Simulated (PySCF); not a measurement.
Species: `O=CN` (CH3NO). The columns A, B, C and D hold Mulliken, IAO, Hirshfeld and ESP-fitted charges (e) of one PBE0/pcSseg-2 density (PySCF), in a shuffled order. Coordinates in Å (PBE0-D3(BJ)/def2-TZVP); the density's dipole moment is (-3.25, 2.08, 1.09) D.

| atom | x | y | z | A | B | C | D |
| --- | --- | --- | --- | --- | --- | --- | --- |
| N1 | -0.671 | -0.062 | 0.131 | -0.892 | -0.528 | -0.298 | -0.175 |
| C2 | 0.647 | 0.045 | -0.142 | +0.597 | +0.329 | +0.372 | +0.130 |
| O3 | 1.363 | -0.872 | -0.459 | -0.534 | -0.489 | -0.428 | -0.296 |
| H4 | -1.113 | -0.964 | 0.073 | +0.427 | +0.294 | +0.188 | +0.147 |
| H5 | -1.216 | 0.739 | 0.394 | +0.388 | +0.291 | +0.173 | +0.145 |
| H6 | 1.015 | 1.084 | -0.042 | +0.015 | +0.103 | -0.007 | +0.049 |

Problem. Which column most likely holds the ESP-fitted charges?

Solution. A. Σ q r misses the density's dipole by 0.03 D (A), 0.41 D (B), 0.69 D (C), 1.15 D (D). Charges fitted to the outside potential are the only set here that is tied to the molecule's multipoles.

Problem. And the Hirshfeld charges?

Solution. D. The mean sizes are 0.157 e (D), 0.244 e (C), 0.339 e (B), 0.475 e (A), and Hirshfeld charges are commonly the smallest of these schemes.

As computed, A = ESP-fitted, B = IAO, C = Mulliken, D = Hirshfeld.

The Mulliken scheme gives each basis function's population to the atom it is centred on and halves the overlap population of two atoms between them. The Hirshfeld scheme weights the molecular density at each point by an atom's share of the summed free-atom densities.

Geometry: PBE0-D3(BJ)/def2-TZVP; no solvent, vibrations or thermal averaging.

The values belong to the conformer `[NH2:1][CH:2]=[O:3]`: H–N1–C2–O3 0°, H–N1–C2–O3 180°.
